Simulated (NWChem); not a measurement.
Molecule: propene (C3H6); SMILES C=CC

Computed with NWChem. The geometry was optimised at PBE-D3(BJ)/def2-SVP. Level: PBE/def2-SVP with COSMO at NWChem's default radii, gas-phase geometry; the question gives the dielectric constant.

Task: Predict the results for dielectric constant 25.0. Quantities: electrostatic solvation energy (kcal/mol); dipole in solution (D).

Result: 
```json
{
  "electrostatic solvation energy (kcal/mol)": "-1.2",
  "dipole in solution (D)": "0.60"
}
```
